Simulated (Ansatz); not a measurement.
# BeH+ (triplet): from Hartree-Fock to the top rungs, cc-pVQZ

How much of the correlation energy of BeH+ (triplet) does each wave-function method recover here?

The runs use Ansatz 0.2.0, Gaussian basis; cc-pVQZ, core rule «outside noble gas», up to 1 orbitals frozen.

Plan: UHF; CCSD(T) on ROHF; CCSD(T) on UHF; BCCD(T) on ROHF; Full CI.

21 further runs of the same task are left out: 9 for a known fault of the program, 4 that didn't finish, 8 set aside as unsound or not needed.

## (1) The geometry

The geometry is a PBE0/def2-TZVP stationary point (not a proven minimum) of the parent state, kept for this charge and spin.

2 atoms, charge 1, spin multiplicity 3.

Atoms are counted from 1 here; the program's logs count them from 0.

Bond lengths: Be1–H2 1.356 Å.

## (2) UHF

in.yaml reads:

```yaml
crystal:
  periodic: [false, false, false]
  atoms:
    - {symbol: Be, position_ang: [0.000000, 0.000000, 0.000000]}
    - {symbol: H, position_ang: [0.000000, 0.000000, 1.356000]}
basis:
  gaussian: {orbitals: cc-pVQZ}
total_charge: 1
magnetization: {spin_polarized: true, initial_magnetization: 2}
hamiltonian: {xc: hf}
output: {orbitals: {seedname: orbitals}}
```

Run with:

```console
$ ansatz run in.yaml --threads 1 --pin off --events-out ev --progress --plain --max-ram 2393MiB
```

After this run come: CCSD(T) on ROHF; CCSD(T) on UHF; BCCD(T) on ROHF; Full CI.

Before running them: what should the planned runs give, taken together? Wanted: FCI below the RHF energy; RMP2 from FCI; UMP2 from FCI; RCCSD from FCI; RCCSD(T) from FCI; UCCSD(T) from FCI; T1 diagnostic; effectively unpaired electrons.

**Answer**, as computed:

| quantity | value |
| --- | --- |
| FCI below the RHF energy | -0.0599 eV |
| RMP2 from FCI | +0.48 kcal/mol |
| UMP2 from FCI | +0.45 kcal/mol |
| RCCSD from FCI | 0.00 kcal/mol |
| RCCSD(T) from FCI | 0.00 kcal/mol |
| UCCSD(T) from FCI | -0.03 kcal/mol |
| levels within 1 kcal/mol (43 meV) | RMP2, UMP2, RCCSD, UCCSD, RCCSD(T), UCCSD(T), BCCD(T) |
| T1 diagnostic | 0.003 |
| effectively unpaired electrons | 2.00 |

What this shows: RCCSD(T) misses by 0.00 kcal/mol, 0.0 % of the correlation energy. One determinant dominates. These misses are within one basis, not against nature; the frozen cores of restricted and unrestricted runs differ, which can shift their rows. With two correlated electrons CCSD is exact in the basis.
